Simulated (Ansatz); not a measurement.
Results of PBE0-D3(BJ) in Ansatz (PAW) for rock-salt RbBr.

Numerical settings: plane-wave cutoff 460 eV, 6×6×6 k mesh, Fermi–Dirac smearing 0.01 eV, scalar-relativistic PAW data made under PBE.

The direct gap at Γ against volume; x = 100 ln(V/39.671 Å³). One gap is withheld.

```json
[
 {"V (Å³/atom)": "37.687", "x": "-5.13", "gap (eV)": "?"},
 {"V (Å³/atom)": "38.679", "x": "-2.53", "gap (eV)": "6.349"},
 {"V (Å³/atom)": "39.671", "x": "0.00", "gap (eV)": "6.278"},
 {"V (Å³/atom)": "40.283", "x": "1.53", "gap (eV)": "6.236"},
 {"V (Å³/atom)": "41.654", "x": "4.88", "gap (eV)": "6.146"}
]
```

Fit a straight line to the rows shown, give the volume deformation potential and predict the withheld gap.

Means of the 4 rows: x̄ = 0.970, ȳ = 6.2523 eV. Σ(x − x̄)(y − ȳ) = -0.7881 and Σ(x − x̄)² = 28.793, so the slope is -0.0274 eV per unit of x, and dE_g/d ln V = -2.7 eV. At x = -5.13: 6.2523 + (-0.0274) × (-5.13 − (0.970)) = 6.419 eV. The run gives 6.424 eV, 0.005 eV above the line, as the curve bends the same way over all rows.

Measured, for comparison: band gap 7.2 eV (temperature not stated, not corrected to a static lattice; as tabulated in Aguado et al. (1998), arXiv:cond-mat/9809176).

Spin–orbit coupling is not included.

Ansatz is a first-principles code.
